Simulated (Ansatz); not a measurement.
A nudged elastic band was laid between two geometries of CH7N3 (11 atoms, charge 0, multiplicity 1).

The calculation used Ansatz, RKS PBE/def2-SVP.

```yaml
movable_images: 7
climbing_image: yes
spring: 5.0 eV/Å²
optimiser: quadratic models (default)
start_path: IDPP
force_threshold: 0.03 eV/Å
iteration_limit: 60
end_points: relaxed
```

Initial state:

```xyz
11
Properties=species:S:1:pos:R:3
N -0.851 1.086 -0.194
C 0.303 0.269 0.175
N -0.018 -0.705 1.215
N 0.936 -0.351 -0.987
H -1.575 0.474 -0.603
H -1.271 1.474 0.664
H 1.057 0.965 0.613
H 0.821 -1.270 1.412
H -0.717 -1.369 0.846
H 1.114 0.375 -1.696
H 0.266 -1.004 -1.423
```

Final state:

```xyz
11
Properties=species:S:1:pos:R:3
N -1.118 0.753 -0.032
C 0.263 0.321 0.205
N 0.292 -0.502 1.401
N 0.966 -0.385 -0.871
H -1.142 1.488 -0.751
H -1.664 -0.039 -0.404
H 0.843 1.268 0.358
H 0.781 -1.385 1.232
H -0.651 -0.662 1.768
H 1.121 0.245 -1.669
H 0.375 -1.158 -1.216
```

(1) What changes between the two ends?

(2) Give the energies along the band, and the barrier.

(3) What is the geometry of the highest image?

(4) What are the harmonic wavenumbers there?

## Answers

(1) No bond is made or broken. The dihedral H5–N1–C2–N4 goes from 64 to -67°.

(2) The run converged. The highest image is number 4 of 0 to 8, 3.6 kcal/mol above the first end and 0.7 kcal/mol above the last; the last end lies 3.0 kcal/mol above the first. A vibrational analysis at the climbing image gives one clearly imaginary mode, 190i cm⁻¹: a first-order saddle point.

```
image  path coordinate (Å)  energy (kcal/mol)  dihedral H5–N1–C2–N4 (°)
    0                 0.00                0.0                        64
    1                 0.41                0.7                        45
    2                 0.82                2.1                        24
    3                 1.24                3.3                         2
    4                 1.65                3.6                       -17
    5                 2.13                3.4                       -37
    6                 2.60                3.1                       -54
    7                 3.08                3.0                       -67
    8                 3.56                3.0                       -67
```

(3) 
```xyz
11
Properties=species:S:1:pos:R:3:forces:R:3
N -0.929 1.071 -0.044 0.00 0.00 0.00
C 0.301 0.300 0.170 0.00 0.01 0.00
N 0.136 -0.471 1.391 0.00 0.00 0.00
N 0.752 -0.528 -0.961 0.01 -0.01 0.00
H -1.139 1.139 -1.046 0.00 0.00 0.00
H -1.725 0.613 0.415 0.00 0.00 0.00
H 1.141 1.013 0.349 0.00 0.00 0.00
H 1.033 -0.926 1.604 0.00 0.00 0.00
H -0.518 -1.246 1.202 0.00 0.00 0.00
H 1.055 0.065 -1.746 0.00 0.00 0.00
H -0.041 -1.087 -1.313 0.00 0.00 0.00
```

(4) 190i, 264, 296, 435, 454, 546, 689, 801, 857, 913, 996, 1044, 1152, 1172, 1294, 1336, 1387, 1546, 1565, 1587, 2927, 3362, 3374, 3424, 3459, 3477, 3523 cm⁻¹.

Time of the run: 2.6 min on 1 thread of Arm Neoverse V1 (shared host), peak memory 0.17 GiB.
